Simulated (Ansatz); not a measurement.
Calculated with Ansatz (gas phase, PBE0-D4/def2-TZVP geometries, no zero-point term in ΔE). CBS: MP2 limit from def2 TZ/QZ plus the TZ coupled-cluster correction, frozen cores. This one scheme is used for every species. Functionals use def2-TZVPP. One conformer a species, not always the lowest.

Reaction (formal exchange of groups at a C–Cl bond): `ClCCCCCl` + CH₄ → `CCCCCCl` + HCl

```
        level  ΔE (kJ/mol)
    revPBE-D4         -2.5
CCSD/def2-SVP        -18.4
```

Question: What does CCSD(T)/CBS give? (Estimate.)

Answer: Computed: -7.9 kJ/mol. The listed levels differ from it by 5.4, -10.5 kJ/mol.

Largest T1 diagnostic among the species: 0.009.

Leaving LDA and LC-ωPBE aside and taking each functional with its dispersion term where it has one, the values, not all of them listed here, spread over 9.7 kJ/mol, from PBE-QIDH to BLYP-D4. LDA lies −5.1 kJ/mol from PBE without D4. From PBE to PBE0 (25 % exact exchange), in def2-TZVPP and without D4, ΔE moves by −3.6 kJ/mol.
